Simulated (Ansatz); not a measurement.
## C2H5N, SMILES CC[N]: a ladder of basis sets, step by step

With Ansatz 0.2.0, Python API.

Contents of `c2h5n.xyz`:
```text
8

C     0.76750    0.09910    0.04150
C    -0.73170   -0.15620    0.00280
N    -1.38830    0.86750   -0.79180
H     1.26430   -0.68590    0.64980
H     1.18590    0.07430   -0.98730
H     0.97450    1.09080    0.49710
H    -1.14150   -0.13750    1.03460
H    -0.93050   -1.15190   -0.44670
```

Interactive session:
```pycon
>>> import warnings
>>> import ansatz
>>> warnings.simplefilter("ignore", ansatz.DeckWarning)
>>> molecule = ansatz.Crystal.molecule_from_extxyz("c2h5n.xyz")
>>> model = (
...     molecule.calculation()
...     .correlation("mp2")
...     .spin("collinear", total=2)
... )
>>> energies = {}
>>> for basis in ["cc-pVDZ", "cc-pVTZ"]:
...     rep = model.basis(gaussian=basis).run(threads=1).report
...     size = rep["n_frozen"] + rep["n_occupied"][0] + rep["n_virtual"][0]
...     energies[basis] = (rep["reference_energy_ev"] / 27.211386246, rep["free_energy_ev"] / 27.211386246)
...     print(f"{basis:14s} {size:4d} orbitals  reference {energies[basis][0]:14.6f} Ha  total {energies[basis][1]:14.6f} Ha")
...
cc-pVDZ          67 orbitals  reference    -133.049188 Ha  total    -133.435521 Ha
cc-pVTZ         160 orbitals  reference    -133.084587 Ha  total    -133.565379 Ha
>>> # correlation energy at the basis limit from E(X) = E + A / X^3
>>> small, large = (energies[b][1] - energies[b][0] for b in ("cc-pVDZ", "cc-pVTZ"))
>>> limit = (3 ** 3 * large - 2 ** 3 * small) / (3 ** 3 - 2 ** 3)
>>> print(f"correlation energy: {small:.6f} and {large:.6f} Ha, extrapolated {limit:.6f} Ha")
correlation energy: -0.386333 and -0.480792 Ha, extrapolated -0.520564 Ha
>>> print(f"share caught by the larger set: {100 * large / limit:.1f} %")
share caught by the larger set: 92.4 %
```

Against cc-pVDZ: cc-pVTZ -129.9 mHa. The last step alone is -129.86 mHa. From the first set to the last the time grows from 1.1 to 5.7 s.

Caveats:
- The drop along the ladder measures the basis error, and is no property of the molecule.
- The geometry is a force-field or estimated start, not a minimum of this method, and the last set is no limit. Much of the fall in a total is atomic energy, which cancels in bond and reaction energies.
- The species is open-shell (spin multiplicity 3).
- Inner cores stay frozen, so this is valence correlation.
- An extrapolation from small basis sets is rough.
- Wall time of the script: 7.6 s on 1 thread of Arm Neoverse N1, on a shared host, peak memory 0.33 GiB.
